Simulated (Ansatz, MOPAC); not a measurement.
System: OCl, net charge 0, doublet state. SMILES: [O]Cl
Geometry from a B3LYP-D3(BJ)/def2-TZVP (Ansatz, a program for electronic structure) optimisation:
```xyz
2

Cl     0.0000     0.0000    -0.5055
O      0.0000     0.0000     1.0742
```
Charge 0, spin multiplicity 2.

Wanted: vertical ionisation energy to the triplet, in eV. Terms: each state is the SCF solution reached for its charge and spin; six Cartesian d functions in 6-31G* and its kin unless marked 5d; no spin-orbit coupling; non-relativistic; open shells spin-unrestricted. Ab initio and DFT rows: single points at B3LYP-D3(BJ) geometries (Ansatz). Semi-empirical rows: differences of heats of formation at the shared geometry for vertical values.

```csv
species,coefficient,"E at PBE/6-31G* (Ansatz), Eh","E at wB97M-V/def2-TZVPD (Ansatz), Eh","heat of formation at PM3 (MOPAC), kcal/mol"
"charge 1, triplet",+1,-534.63045,-534.90328,239.49
"charge 0, doublet",-1,-535.01880,-535.31002,8.32
```

Measured values: CCCBDB table in ASE; they hold spin-orbit and core effects.  Value to compare with, the measured value: 11.01 eV. 1 Eh = 27.2114 eV and 1 eV = 23.0605 kcal/mol.

Question: Work the quantity out at each level, and compare with the measured value.

Answer: 
- PBE/6-31G*: the sum of coefficient times E is 0.38835 Eh, or 10.568 eV. Result: 10.57 eV. Its error against the measured value is -0.44 eV.
- wB97M-V/def2-TZVPD: the sum of coefficient times E is 0.40674 Eh, or 11.068 eV. Result: 11.07 eV. Its error against the measured value is 0.06 eV.
- PM3: the sum of coefficient times heat of formation is 231.17 kcal/mol, or 10.02 eV. Its error against the measured value is -0.99 eV.
